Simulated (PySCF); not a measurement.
Calculated properties of `C=C[C@H](C)[S-]`

C4H7S (charge -1).
Z-matrix (Å and degrees, GFN2-xTB geometry), rows numbered from 1:
```
C 
C   1  1.3303
C   2  1.4796  1  125.75
C   3  1.5264  2  113.09  1  -133.49
S   3  1.8224  2  102.78  1   106.45
H   1  1.0806  2  122.25  3  -172.14
H   1  1.0795  2  121.55  3     4.59
H   2  1.0844  1  119.67  3   173.67
H   3  1.0997  2  111.01  1    -9.55
H   4  1.0894  3  109.62  2   -56.27
H   4  1.0895  3  109.90  2  -174.96
H   4  1.0951  3  111.14  2    64.27
```

**GFN2-xTB geometry**

| Quantity | Value |
| --- | --- |
| Point group of the GFN2-xTB geometry | C1 |
| Rotational constants A, B, C of the GFN2-xTB geometry | 5.274, 3.130, 2.152 GHz |

From PBE0/pcSseg-1 ground state and GIAO shieldings, non-relativistic (PySCF):

| Item | Value |
| --- | --- |
| HOMO energy | 0.29 eV |
| LUMO energy | 5.02 eV |
| HOMO–LUMO gap | 4.73 eV |
| Lowest Hirshfeld atomic charge | -0.61 e on S5 |
| Highest Hirshfeld atomic charge | +0.02 e on H8 |
| 13C chemical shifts (computed TMS as zero) by class | 158.0 (C2), 89.3 (C1), 47.9 (C3), 33.0 (C4) ppm |
| 1H chemical shifts (computed TMS as zero) by class | 5.84 (H8), 3.89 (H7), 3.60 (H9), 3.30 (H6), 0.99 (H10/H11/H12) ppm |
| Isotropic shieldings of nuclei other than C and H, by class | 453 (S5) ppm |
| Mayer bond orders between heavy atoms | C1–C2 1.89, C2–C3 0.99, C3–C4 0.98, C3–S5 1.05 |

Monoisotopic mass of the ion (most abundant isotopes, electron mass counted): 87.0274 u.

The rotational constants make it an asymmetric top with κ = (2B − A − C)/(A − C) = -0.37, nearer the prolate limit (−1). With B = h/(8π²I), that is 505.379 GHz u Å² over I, the principal moments of inertia are 95.8, 161.5 and 234.9 u Å² (most abundant isotopes).

The structure is a single GFN2-xTB conformer in the gas phase; no vibrational or solvent corrections. NMR classes are plain means over equivalent atoms (diastereotopic ones count apart unless rotation or inversion swaps them), as if these changed places fast; in this geometry the members of some classes differ. The HOMO energy is positive, so at this level the finite basis confines the outermost electrons. No diffuse functions stand in pcSseg-1, which bears on an anion's orbital energies.
